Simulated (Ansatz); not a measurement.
The input, for Ansatz 0.2.0:

```yaml
crystal:
  periodic: [false, false, false]
  atoms:
    - {symbol: Br, position_ang: [0.000000, 0.000000, 0.000000]}
    - {symbol: H, position_ang: [0.000000, 0.000000, 2.588000]}
basis:
  gaussian: {orbitals: cc-pVDZ}
correlation: {method: sc_nevpt2, electrons: outside_noble_gas, active_space: {window: {electrons: 2, orbitals: 2}}}
```

```sh
$ ansatz run in.yaml --threads 1 --pin off --events-out ev --progress --plain --max-ram 2393MiB
```

Log:

```
360 factors; integrals over basis functions are off by at most 6.2e-4 eV
mean field evaluation 1: about -70007.2766 eV, gradient 1.5e1 eV
mean field evaluation 2: about -70007.2766 eV, gradient 1.5e1 eV
mean field evaluation 4: about -70009.4275 eV, gradient 3.2e0 eV
mean field evaluation 8: about -70009.4704 eV, gradient 6.8e-6 eV
mean field -70009.47036703 eV, -2572.8005818650 hartree, gradient 1.1e-6 eV, S^2 0.000000; 0 other end points of the search recorded, 0 dependent functions left out; unrestricted orbitals would lower it
reference -70009.47036703 eV, -2572.8005818650 hartree; 18, 18 occupied and 14, 14 virtual orbitals, 360 factors
state -70011.67535043 eV, -2572.8816135104 hartree
state -70011.67535043 eV, -2572.8816135104 hartree; corrected -70014.37772235 eV, -2572.9809238468 hartree
Total energy: -70014.37772235 eV, -2572.9809238468 hartree
```

Natural occupations: 1.5628 0.4372.

For the same geometry and basis full CI lies 390.9 meV lower.

Ran on 1 thread of Arm Neoverse V1, shared host: 0.45 s wall, 0.18 GiB peak host memory.
